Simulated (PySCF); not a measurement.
Gas-phase reaction: 3 SiH₄ + 2 C₃H₄ (allene) → 2 (CH₃)₃SiH + Si

Computed with PySCF and rigid-rotor harmonic-oscillator thermochemistry at 1 bar. † marks an energy on the PBE0/def2-TZVP geometry and frequencies; other levels use their own. MP2 freezes the core. 6-31G* has spherical d functions here. Open shells (unrestricted): Si (multiplicity 3); the rest are closed-shell singlets. Spin-orbit splitting is ignored; it lowers the true energy and changes the entropy of Si. MP2 isn't extrapolated to the basis-set limit.

```
level              ΔH°(298 K), kJ
-----------------  --------------
BLYP/def2-TZVP†              -184
HF/6-31G*                       …
M06-2X/def2-TZVP†               …
MP2/def2-SVP†                -335
LDA/def2-TZVP†               -345
```

Task: Complete the blanks.

Result: 
- HF/6-31G*, ΔH°(298 K), kJ: -356
- M06-2X/def2-TZVP†, ΔH°(298 K), kJ: -314
